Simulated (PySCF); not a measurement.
## Mg: ionisation energy

Mg [Ne] 3s2 (1S) → Mg⁺ [Ne] 3s1 (2S), as a difference of total energies. All numbers are calculated (PySCF 2.14, the spin-free X2C one-electron Hamiltonian (Gaussian nucleus), in x2c-SVPall (4s3p1d, 18 functions)). Correlated levels: valence: [Ne] frozen. The calculations carry no spin-orbit coupling.

```json
{"method": "UHF", "ionisation energy (eV)": "6.597", "error (eV)": "-1.049"}
{"method": "M06-2X", "ionisation energy (eV)": "7.809", "error (eV)": "+0.163"}
{"method": "LDA", "ionisation energy (eV)": "7.754", "error (eV)": "+0.108"}
{"method": "MP2 (valence)", "ionisation energy (eV)": "7.144", "error (eV)": "-0.502"}
{"method": "SCS-MP2 (valence)", "ionisation energy (eV)": "7.253", "error (eV)": "-0.393"}
{"method": "CCSD (valence)", "ionisation energy (eV)": "7.465", "error (eV)": "-0.181"}
```

Reference: 7.646 eV (measured; NIST Atomic Spectra Database, ionization energies).

Errors of the correlated levels include the incompleteness of this basis and the frozen core.

With two correlated electrons CCSD is exact in that space.
